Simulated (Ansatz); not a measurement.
CsCl-type TlBr

These are PBE in Ansatz (plane waves, PAW) values and carry that method's errors.

Settings: plane-wave cutoff 520 eV, 8×8×8 k mesh, Fermi–Dirac smearing 0.01 eV, scalar-relativistic PAW data made under PBE.

Cell (relaxed at this level):

```
CELL_PARAMETERS angstrom
      4.05268     0.00000     0.00000
      0.00000     4.05268     0.00000
      0.00000     0.00000     4.05268
ATOMIC_POSITIONS crystal
  Tl 0.00000 0.00000 0.00000
  Br 0.50000 0.50000 0.50000
```

bulk modulus B0: 19.7 GPa
band gap: 1.99 eV
Γ–Γ gap: 8.12 eV
pressure derivative B′ of the bulk modulus: 5.1

Measured, for comparison: band gap 2.68 eV (temperature not stated, no zero-point or thermal correction, detector crystals, literature values; as tabulated in Piasecki et al. (2022), doi:10.1039/d1ma01259b).

Spin–orbit coupling is not included; with these elements it can move the gap by several tenths of an eV or more.

Ansatz is a program for electronic structure.
